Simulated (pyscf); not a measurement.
PH₃ + HO–SiH₃ → HO–SiH₂–PH₂ + H₂, a four-centre exchange (singlet surface; H–P, H–Si broken, P–Si, H–H formed). Structures and frequencies: ωB97X-D3(BJ)/def2-SVP in PySCF. Energies in kcal/mol from the separated reactants.

Small-basis levels: PySCF, no dispersion term, spherical d functions. 

**Question.** In single points HF/6-31G* puts the saddle at 89.6 kcal/mol and the reaction energy at +6.9 kcal/mol. Should these be trusted to within a few kcal/mol? Compare with ωB97M-D3(BJ)/def2-TZVP.

**Answer.** ωB97M-D3(BJ)/def2-TZVP gives ΔE‡ = 58.8 kcal/mol and ΔE = +0.5 kcal/mol. HF/6-31G* lies 30.8 kcal/mol over it in the barrier and 6.4 kcal/mol over it in the reaction energy, so on this step it does not hold to within 3.0 kcal/mol. ωB97M-D3(BJ)/def2-TZVP has limits of its own. On the reactant side the descent ends in a complex, 4.2 kcal/mol under the separated species and 59.7 kcal/mol under the saddle at ωB97X-D3(BJ)/def2-TZVP. At ωB97X-D3(BJ)/def2-TZVP the barrier from the zero used here is 55.5 kcal/mol. One saddle was located; it need not be the lowest between these sides.
